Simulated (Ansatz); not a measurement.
```yaml
crystal:
  periodic: [false, false, false]
  atoms:
    - {symbol: C, position_ang: [-0.683427, 1.601574, -0.254731]}
    - {symbol: C, position_ang: [-0.187957, 0.033351, -0.338976]}
    - {symbol: C, position_ang: [0.736038, -1.296613, 0.476202]}
    - {symbol: S, position_ang: [-0.248714, -1.760569, -1.540528]}
    - {symbol: H, position_ang: [-1.433243, 2.161012, -1.231881]}
    - {symbol: H, position_ang: [-0.341784, 2.365034, 0.810587]}
    - {symbol: H, position_ang: [2.092670, -1.255955, 0.462270]}
    - {symbol: H, position_ang: [0.181793, -1.919210, 1.547431]}
basis:
  gaussian: {orbitals: "6-31++G**"}
hamiltonian: {xc: {name: B3LYP}}
scf: {lower_state_search: light}
```

```sh
$ ansatz run in.yaml --threads 2 --pin off --events-out ev --progress --plain --max-ram 4352MiB
```

Output, abridged:

```
Functional definition: B3LYP
1084 factors; their error is unknown
mean field evaluation 1: about -13995.1644 eV, gradient 4.9e1 eV
mean field evaluation 2: about -13971.8304 eV, gradient 9.1e1 eV
mean field evaluation 4: about -14001.8270 eV, gradient 1.1e1 eV
mean field evaluation 8: about -14002.2237 eV, gradient 6.8e-2 eV
mean field evaluation 16: about -14002.2283 eV, gradient 3.0e-5 eV
mean field -14002.22825565 eV, -514.5723973438 hartree, gradient 3.0e-5 eV, S^2 0.000000; 0 other end points of the search recorded, 0 dependent functions left out
reference -14002.22860023 eV, -514.5724100071 hartree; 19, 19 occupied and 85, 85 virtual orbitals, 1084 factors
Total energy: -14002.22860023 eV, -514.5724100071 hartree
```

Hardware: 2 threads of an Arm Neoverse V2 on a shared host. Wall time 1.4 s, peak host memory 0.16 GiB.
